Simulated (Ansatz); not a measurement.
# singlet O2F+: levels of theory compared

Aim: a comparison of 4 runs (B3LYP/STO-3G, BLYP/STO-3G, RPA@PBE/STO-3G, CCSD(T)/STO-3G) of singlet O2F+. 

The calculation is run with Ansatz 0.2.0.

46 further runs of the same task are left out: 12 that didn't finish, 34 set aside as unsound or not needed.

## 1. The structure to begin with

The species is O2F+ (3 atoms), meant as a singlet with charge +1. SMILES of the parent species: `[O]OF`. The coordinates come from a GFN2-xTB relaxation. That shape belongs to the parent species and isn't relaxed for this state.

Bond lengths: O1–O2 1.194 Å. A long bond or contact: O2–F3 1.563 Å.

## 2. A single-point energy at B3LYP/STO-3G (run 1)

Contents of job.yaml:

```yaml
crystal:
  periodic: [false, false, false]
  atoms:
    - {symbol: O, position_ang: [0.949760, -0.292600, 0.491570]}
    - {symbol: O, position_ang: [0.124690, 0.486900, 0.122000]}
    - {symbol: F, position_ang: [-1.074440, -0.194290, -0.613560]}
basis:
  gaussian:
    orbitals: STO-3G
total_charge: 1
accuracy: high
hamiltonian:
  xc: {name: B3LYP}
```

Command:

```bash
$ ansatz run job.yaml --threads 1 --pin off --max-ram 2610MiB --events-out events.jsonl --progress --plain --runs-dir runs
```

Standard output:

```text
Warning: RAYON_NUM_THREADS=1 ignored (pool sized by the plan → 1); use --threads N
Functional definition: B3LYP
  name "B3LYP"
  parameter a0 = 0.2
  parameter ax = 0.72
  parameter ac = 0.81
  exchange = (1 - a0 - ax)*slater_x + ax*b88_x + a0*exact_x
  correlation = (1 - ac)*vwn_rpa_c + ac*lyp_c
250 factors; integrals over basis functions are off by at most 3.6e-8 eV
mean field evaluation 1: about -6691.8284 eV, gradient 4.0e1 eV
mean field evaluation 2: about -6406.3671 eV, gradient 1.6e2 eV
mean field evaluation 4: about -6686.9068 eV, gradient 6.1e1 eV
mean field evaluation 8: about -6699.9841 eV, gradient 2.5e-2 eV
mean field evaluation 16: about -6699.9696 eV, gradient 4.4e-8 eV
mean field -6699.96960599 eV, -246.2193416178 hartree, gradient 4.4e-8 eV, S^2 0.000000; 0 other end points of the search recorded, 0 dependent functions left out
reference -6699.96961951 eV, -246.2193421144 hartree; 12, 12 occupied and 3, 3 virtual orbitals, 250 factors
Total energy: -6699.96961951 eV, -246.2193421144 hartree
```

It took 0.62 s on 1 thread of Arm Neoverse V2, shared host.

## 3. The energy at BLYP/STO-3G (run 2)

job.yaml: that of step 2 with these lines changed.

```diff
@@ -10,4 +10,4 @@
 total_charge: 1
+hamiltonian:
+  xc: {name: BLYP}
 accuracy: high
-hamiltonian:
-  xc: {name: B3LYP}
```

Command:

```bash
$ ansatz run job.yaml --threads 1 --pin off --max-ram 2610MiB --events-out events.jsonl --progress --plain --runs-dir runs
```

Standard output:

```text
Warning: RAYON_NUM_THREADS=1 ignored (pool sized by the plan → 1); use --threads N
Functional definition: BLYP
  name "BLYP"
  parameter beta = 0.0042
  parameter a = 0.04918
  parameter b = 0.132
  parameter c = 0.2533
  parameter d = 0.349
  exchange = b88_x(beta = beta)
  correlation = lyp_c(a = a, b = b, c = c, d = d)
250 factors; integrals over basis functions are off by at most 3.6e-8 eV
mean field evaluation 1: about -6692.9735 eV, gradient 3.9e1 eV
mean field evaluation 2: about -6392.5631 eV, gradient 1.3e2 eV
mean field evaluation 4: about -6665.5127 eV, gradient 8.9e1 eV
mean field evaluation 8: about -6700.0629 eV, gradient 5.5e-3 eV
mean field evaluation 16: about -6665.0748 eV, gradient 7.7e1 eV
mean field evaluation 32: about -6665.0748 eV, gradient 7.7e1 eV
mean field -6700.00730166 eV, -246.2207269079 hartree, gradient 5.1e-8 eV, S^2 0.000000; 3 other end points of the search recorded, 0 dependent functions left out
reference -6700.00732030 eV, -246.2207275930 hartree; 12, 12 occupied and 3, 3 virtual orbitals, 250 factors
Total energy: -6700.00732030 eV, -246.2207275930 hartree
```

Wall time 0.94 s (1 thread of Arm Neoverse V2, shared host).

Run 3 isn't shown in full; the table further down has it.

## 4. A single-point energy at CCSD(T)/STO-3G (run 4)

Contents of input.yaml:

```yaml
crystal:
  periodic: [false, false, false]
  atoms:
    - {symbol: O, position_ang: [0.949760, -0.292600, 0.491570]}
    - {symbol: O, position_ang: [0.124690, 0.486900, 0.122000]}
    - {symbol: F, position_ang: [-1.074440, -0.194290, -0.613560]}
basis:
  gaussian:
    orbitals: STO-3G
total_charge: 1
correlation:
  method: ccsd_t
  frozen_orbitals: {F: 1, O: 1}
accuracy: high
scf:
  omitted_lower_state_checks: [cluster_reference, increment]
```

Command:

```bash
$ ansatz run input.yaml --threads 1 --pin off --max-ram 2610MiB --events-out events.jsonl --progress --plain --runs-dir runs
```

Standard output:

```text
Warning: RAYON_NUM_THREADS=1 ignored (pool sized by the plan → 1); use --threads N
[... 14 lines left out ...]
3 core orbitals not correlated: weight in the atoms' cores, before any rotation towards them, 1.000 or more for the frozen orbitals, at most 0.000 for the correlated occupied ones
[... 36 lines left out ...]
Total energy: -6678.52730994 eV, -245.4313517717 hartree
Checks for a lower state left out: cluster_reference, increment
```

It took 0.2 s on 1 thread of Arm Neoverse V2, shared host.

## 5. All runs side by side

```
run           level  frozen core orbitals  energy (Eh)  wall time
  1    B3LYP/STO-3G                     –  -246.219342     0.62 s
  2     BLYP/STO-3G                     –  -246.220728     0.94 s
  3  RPA@PBE/STO-3G                     3  -245.541481      1.5 s
  4  CCSD(T)/STO-3G                     3  -245.431352      0.2 s
```

## 6. Results

| quantity | value |
| --- | --- |
| run 4: total energy | -245.43135 Eh |
| run 4: correlation energy (3 core orbitals frozen) | -249.0 mEh |
| run 4: (T) correction | -12.97 mEh |
| run 4: T1 diagnostic | 0.058 |

Totals of different functionals can't be ranked against each other. In run 4 the T1 diagnostic is large, so a single reference may not serve. In runs 3, 4 the log says that unrestricted orbitals would lower the reference, so the values rest on an unstable closed-shell determinant (other closed-shell runs at this shape may share the fault). In runs 1, 2, 3, 4 the basis is minimal, so the values are rough. All runs together took 3.2 s, the longest 1.5 s.
